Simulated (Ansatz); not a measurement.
## Ansatz (development build ahead of 0.2.0) run

```yaml
crystal:
  periodic: [false, false, false]
  atoms:
    - { symbol: B, position_ang: [-5.0e-05, 0.00037, -0.00093] }
    - { symbol: H, position_ang: [1.20561, -0.00017, -0.00034] }
    - { symbol: H, position_ang: [-0.60361, 1.04549, 0.00072] }
    - { symbol: H, position_ang: [-0.60266, -1.0456, -0.00036] }
basis:
  gaussian: { orbitals: cc-pVTZ }
hamiltonian:
  xc: hf
correlation:
  method: mp2
  frozen_orbitals: { B: 1, H: 0 }
```

The input is written out in the form of the current development build from the run's settings.

Output:

| Quantity | Value |
| --- | --- |
| Converged | yes |
| Reference energy | -26.39965 hartree |
| Correlation energy | -0.11333 hartree |
| Total energy | -26.51298 hartree |
| Spin squared of the determinant | 0.000 |
